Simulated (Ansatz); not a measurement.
Basis-set extrapolation for `[OH-]` (PBE0-D4/def2-TZVPD geometry, frozen core, Ansatz). Multiplicity 1, RHF reference.

```
                     def2-TZVPPD  def2-QZVPPD
                 HF   -75.415285   -75.418029
    MP2 correlation    -0.284062    -0.304003
CCSD(T) correlation    -0.291416    -0.309882
```

Energies in hartree. Use E(X) = E(∞) + A·exp(−7.88·√X) for Hartree–Fock and E(X) = E(∞) + B·X^(−2.97) for correlation, with X = 3 and 4.

Question: What is the CCSD(T) energy at the basis-set limit?

Answer: HF limit: -75.418029 + (-0.002744) × 0.13774 = -75.41841. Correlation limit: -0.309882 + (-0.018466) × 0.74074 = -0.32356. Total: -75.74197 hartree, 92.6 kJ/mol below CCSD(T)/def2-TZVPPD.
